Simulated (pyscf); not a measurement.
**Routes from boric acid (HO–B(OH)–OH) + hydrogen chloride (HCl)**

Candidate steps break at most two bonds and form at most two. Each was searched with GFN2-xTB (tblite) first. Single points on ωB97X-D3(BJ)/def2-SVP structures (PySCF, gas phase). Energies: ωB97M-D3(BJ)/def2-TZVP, eV, from the separated reactants, singlet surface; ΔG‡ with ideal gas, 1 atm, RRHO with modes under 100 cm⁻¹ raised to 100, one conformer, R ln 2 for chiral ones without a mode under 150 cm⁻¹.

```csv
products,type,ΔE‡,ΔE,ΔG‡ 298 K,ΔG‡ 900 K,ν‡ (cm⁻¹)
H₂O + HO–B(OH)–Cl,four-centre exchange,0.90,+0.46,1.33,2.18,509i
HO–B(OH)–OH + HCl,four-centre exchange,1.08,0.00,1.56,2.44,668i
```

Row 1: On the reactant side the descent ends in a complex, 0.28 eV under the separated species and 1.19 eV under the saddle at ωB97X-D3(BJ)/def2-TZVP. On the product side the descent ends in a complex (not fully relaxed), 0.18 eV under the separated species and 0.68 eV under the saddle at ωB97X-D3(BJ)/def2-TZVP. Row 2: On the reactant side the descent ends in a complex, 0.28 eV under the separated species and 1.40 eV under the saddle at ωB97X-D3(BJ)/def2-TZVP. On the product side the descent ends in a complex, 0.28 eV under the separated species and 1.40 eV under the saddle at ωB97X-D3(BJ)/def2-TZVP. 

Plain bond fissions and candidates not yet searched are not listed, and one of them may be faster. Each barrier is that of the saddle found; lower ones may exist.
